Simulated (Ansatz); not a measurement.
**NH2O (doublet): from Hartree-Fock to the top rungs, def2-QZVPP**

One table from this session's results is given with a row withheld; the runs are named, their logs left out.

Computed with Ansatz 0.2.0, Gaussian basis. Level: def2-QZVPP, core rule «outside noble gas», up to 2 orbitals frozen.

The runs, in order: UHF; ROHF; CCSD(T) on UHF.

2 further runs of the same task are left out: 2 set aside as unsound or not needed.

**What is computed**

The geometry is a PBE0/def2-TZVP stationary point (not a proven minimum).

4 atoms, charge 0, spin multiplicity 2.

Atoms are counted from 1 here; the program's logs count them from 0.

Bond lengths: N1–O2 1.262 Å, N1–H3 1.014 Å, N1–H4 1.014 Å. Angles: O2–N1–H3 120.2°, O2–N1–H4 120.2°, H3–N1–H4 119.6°.

Geometry (Å):

```xyz
4
charge 0, multiplicity 2
N     0.00000    0.00000    0.59842
O     0.00000    0.00000   -0.66353
H     0.00000    0.87622    1.10832
H     0.00000   -0.87622    1.10832
```

The first run:

Input file in.yaml:

```yaml
crystal:
  periodic: [false, false, false]
  atoms:
    - {symbol: N, position_ang: [0.000000, 0.000000, 0.598418]}
    - {symbol: O, position_ang: [0.000000, 0.000000, -0.663532]}
    - {symbol: H, position_ang: [0.000000, 0.876220, 1.108323]}
    - {symbol: H, position_ang: [0.000000, -0.876220, 1.108323]}
basis:
  gaussian: {orbitals: "def2-QZVPP.json"}
magnetization: {spin_polarized: true, initial_magnetization: 1}
hamiltonian: {xc: hf}
output: {orbitals: {seedname: orbitals}}
```

Started as:

```sh
$ ansatz run in.yaml --threads 1 --pin off --events-out ev --progress --plain --max-ram 2393MiB
```

Among the steps run: UHF; ROHF; CCSD(T) on UHF.

One of the session's tables, all rows but one given; the rest of the session is left out.

| method | from UCCSD(T) (meV) |
| --- | --- |
| ROHF | +13497.9 |
| UHF | ? |
| UMP2 | +827.4 |
| UCCSD | +497.4 |
| UCCSD(T) | 0 |

Q: Estimate the row for UHF from the others.

The run gave: from UCCSD(T) (meV): +13255.9. In the column «from UCCSD(T) (meV)» it lies between UMP2 (+827.4) and ROHF (+13497.9).
